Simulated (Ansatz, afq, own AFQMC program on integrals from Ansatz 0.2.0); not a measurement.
AFQMC on a folder of integrals that Ansatz 0.2.0 wrote.

```yaml
crystal:
  periodic: [false, false, false]
  atoms:
    - {symbol: Ru, position_ang: [0.000000, 0.000000, 0.000000]}
    - {symbol: H, position_ang: [0.000000, 0.000000, 1.753200]}
basis:
  gaussian: {orbitals: def2-TZVP}
magnetization: {spin_polarized: true, initial_magnetization: 5}
correlation: {method: ccsd_t, electrons: outside_noble_gas, hamiltonian_folder: ham}
```

```sh
$ ansatz run in.yaml --threads 1 --pin off --events-out ev --progress --plain --max-ram 1382MiB
```

Options of the walk:

```
--method free --trial cisd --walkers 60 --time-step 0.03 --max-blocks 80 --target-error 0.00036 --factor-cut 1e-05 --seed 5494 --times 0,0.3,0.6,1.2,1.8,2.4,3.6,4.8,6 --taylor-order 8
```

Times are imaginary, in 1/Eh. The walk had a cap of 1521 s. Core potentials past Kr, no spin–orbit coupling.

Log:

```
orbitals 42  electrons 7 2  factors 321 of 421
reference energy -94.66292058 Eh
CCSD correlation -0.15324176 Eh in 13 cycles, weight of the determinant in the CISD state 0.9236
repeat  energy at the last time / Eh  error
    10  -94.818025  0.000926
    20  -94.818962  0.000673
    30  -94.819110  0.000572
    40  -94.819400  0.000509
    50  -94.819509  0.000447
    60  -94.819655  0.000418
    70  -94.819962  0.000388
    80  -94.820236  0.000366
time / (1/Eh)  energy / Eh  error  mean overlap
  0.00  -94.816117  0.000071  1.0826
  0.30  -94.818387  0.000101  1.0765
  0.60  -94.819005  0.000103  1.0760
  1.20  -94.819533  0.000140  1.0702
  1.80  -94.819529  0.000143  1.0672
  2.40  -94.819938  0.000169  1.0467
  3.60  -94.820002  0.000230  1.0212
  4.80  -94.819593  0.000277  1.0225
  6.00  -94.820236  0.000366  0.9688
energy -94.820236 +/- 0.000366 Eh
```

The run passed its tests (error under three times the target), which doesn't prove that it has relaxed.

Against this walk (error 9.9 meV) on the same determinant: CCSD(T) 29.9 meV higher, CCSDT(Q) 9.4 meV higher (within the noise). The error is statistical, and a free projection of finite length keeps a remainder of its start. The last points scatter (meV from the last: 19 ± 4 at 1.80, 8 ± 5 at 2.40, 6 ± 6 at 3.60, 17 ± 8 at 4.80, 0 ± 10 at 6.00); the last is the one printed as the energy, and the gaps above move with that scatter.

Cautions: remainder of the start not in the error; no spin-orbit coupling; outer-core shells of the metal frozen; lower spins were not checked; higher spins were not checked.

The walk took 8.5 min on 1 thread of Intel(R) Xeon(R) Platinum 8488C (Sapphire Rapids), on a shared host. The log's last line is the free-projection energy.

CCSDT and higher add their correlation energy to the determinant of the CCSD(T) run, since their own runs factorise the integrals more tightly (a shift of under 2 meV). A walk keeps the symmetry of its determinant, which the program's search chose and which needn't be the lowest solution, so a lower state of the same spin and another symmetry isn't excluded.
